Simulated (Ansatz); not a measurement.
Total energies of C$_{2}$H$_{7}$NS$_{2}$, SMILES `CNC(S)S`.

Cartesian coordinates in Å:
```
C 0.1152 0.6036 1.3684
N 0.7624 0.2645 0.1174
C -0.0078 -0.4301 -0.8524
S -0.4366 -2.1175 -0.3246
S -1.6560 0.2899 -1.3242
H -0.7718 1.2363 1.2367
H -0.1948 -0.3101 1.8772
H 0.8328 1.1217 2.0052
H 1.1890 1.0784 -0.3056
H 0.5701 -0.4869 -1.7736
H 0.7595 -2.3627 0.2385
H -1.1620 1.1128 -2.2630
```

Charge 0, multiplicity 1. The structure was optimised at the PBE0-D4/def2-TZVP level. It is one conformer, not always the lowest. Basis def2-TZVPP, Ansatz 0.2.0.

RPA on PBE orbitals: Hartree–Fock energy of these orbitals -929.31266 Eh, correlation -1.53385 Eh (frozen core).

| functional | energy without D4 (Eh) | D4 term (kJ/mol) |
| --- | --- | --- |
| LDA (SPW92) | -927.68366 | – |
| PBE | -931.10375 | -30.3 |
| revPBE | -931.43410 | -95.0 |
| BLYP | -931.54806 | -67.2 |
| r2SCAN | -931.48643 | -7.4 |
| B3LYP | -931.65966 | -48.9 |
| r2SCANh | -931.47649 | -7.9 |
| r2SCAN0 | -931.46286 | -8.7 |
| BHLYP | -931.52729 | -36.3 |
| CAM-B3LYP | -931.56936 | -25.9 |
| LC-ωPBE | -931.31221 | – |
| ωB97M-V | -931.51054 | – |
| B2PLYP | -931.24577 | – |
| PBE-QIDH | -930.99465 | – |

Task: Give the same for B97M-V, PBE0, HSE06 (plane-wave form), ωB97X-V. (Best estimate.)

Result: Computed: 
```csv
functional,energy without D4 (Eh),D4 term (kJ/mol)
B97M-V,-931.40981,–
PBE0,-931.18377,-25.6
HSE06 (plane-wave form),-931.16126,-23.8
ωB97X-V,-931.46243,–
```

B3LYP takes the VWN-RPA correlation (the form of Gaussian; ORCA's B3LYP/G). HSE06 is the plane-wave form, built on full-range PBE exchange. The double hybrids freeze the cores in their second-order part.

LC-ωPBE has ω = 0.4 bohr⁻¹.
